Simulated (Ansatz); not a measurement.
Compare A (`C#CSCC`) with its isomer B (`C1=CSCC1`).

Gas-phase electronic energies from Ansatz, PBE0-D4/def2-TZVP geometries. CCSD(T)/CBS is the MP2 limit (def2-TZVPP, def2-QZVPP) plus CCSD(T) − MP2 in def2-TZVPP, frozen cores. Functionals use def2-TZVPP. B3LYP here is the variant with VWN-RPA as its local correlation; programs differ in this. One conformer a species, not always the lowest.

A:

```xyz
11

C     1.039   -2.472   -0.225
C     0.779   -1.442   -0.795
S     0.425   -0.043   -1.643
C     0.182    1.132   -0.275
C    -0.991    0.796    0.618
H     1.273   -3.382    0.275
H     1.117    1.191    0.284
H     0.038    2.086   -0.788
H    -1.922    0.768    0.050
H    -1.089    1.546    1.408
H    -0.850   -0.178    1.090
```

B:

Z-matrix (Å, degrees):
```
C
C 1 1.528
S 1 1.823 2 106.7
H 1 1.089 2 113.3 3 -120.2
H 1 1.092 2 110.9 3 117.0
C 2 1.500 1 106.3 3 -27.9
H 2 1.093 1 110.6 3 -150.8
H 2 1.099 1 110.8 3 90.9
C 3 1.749 1 90.3 2 23.3
H 6 1.083 2 122.4 1 -164.1
H 9 1.082 3 118.7 1 169.0
```

Task: Which isomer does CCSD(T)/CBS put lower? Give the gap. (Best estimate.)

Result: The calculation gave: B, by 32.9 kcal/mol.

Task: Give E(B) − E(A) in kcal/mol with PBE-D4, CCSD(T)/def2-TZVPP, CCSD/def2-TZVPP, B3LYP-D4, MP2/def2-TZVPP, CCSD(T)/def2-SVP, ωB97M-V. (Estimate.)

Result: The calculation gave: PBE-D4 -34.9, CCSD(T)/def2-TZVPP -32.9, CCSD/def2-TZVPP -32.8, B3LYP-D4 -31.4, MP2/def2-TZVPP -32.0, CCSD(T)/def2-SVP -33.4, ωB97M-V -33.7. None reverses the order clearly.

Task: Does the order hold for the free energy at 298.15 K (harmonic terms from PBE0-D4)? (Estimate.)

Result: The calculation gave: Yes: G(B) − G(A) = -29.1 kcal/mol, for one conformer each.

Largest T1 diagnostic: 0.012.

In def2-TZVPP, CCSD(T) changes the Hartree–Fock value by −2.8 kcal/mol (the triples alone add −0.1 kcal/mol) and MP2 by −2.0 kcal/mol. From BLYP to BHLYP (50 % exact exchange), in def2-TZVPP and without D4, E(B) − E(A) moves by −5.4 kcal/mol.
